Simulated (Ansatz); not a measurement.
Process, species as SMILES: [H][H] (H2) → 2 H atom
B3LYP-D3(BJ)/def2-TZVP geometries, fixed; electronic energies without zero-point terms.
Largest species:
```xyz
2

H      0.0000     0.0000    -0.3720
H      0.0000     0.0000     0.3720
```

Basis-set convergence of the bond dissociation energy at B3LYP with Ansatz (an electronic-structure program). All functions are spherical. The program fits the integrals of some runs and decomposes those of others, by size. Open shells are unrestricted. No added dispersion term, no relativity. Functions are those of the species that has most. Reference: the value in aug-cc-pV5Z, 110.32 kcal/mol, itself unsure by roughly 0.02 kcal/mol (its mean distance from pcseg-4, aug-pcseg-3, aug-cc-pVQZ). Deviations are taken from unrounded values.

```tsv
basis	functions	bond dissociation energy (kcal/mol)	minus reference (kcal/mol)
6-31G**	10	111.69	1.37
def2-TZVP	12	110.03	-0.29
aug-pcseg-1	18	108.50	-1.82
def2-TZVPP	28	110.25	-0.07
pcseg-2	28	110.05	-0.27
aug-cc-pVTZ	46	110.13	-0.19
aug-pcseg-2	46	110.10	-0.22
aug-pcseg-3	98	110.30	-0.03
pcseg-4	122	110.32	0.00
```

The smallest set listed that lies within 1 kcal/mol of the reference with all its larger relatives (same family, alike in diffuse functions; a set with none counts only in the reference's own line) is def2-TZVP (12 functions, -0.29 kcal/mol off). (Relatives not listed, tested too: def2-QZVP 0.01, def2-QZVPP 0.01, pcseg-3 -0.03, aug-cc-pVQZ -0.03, aug-cc-pV5Z 0.00 kcal/mol.)
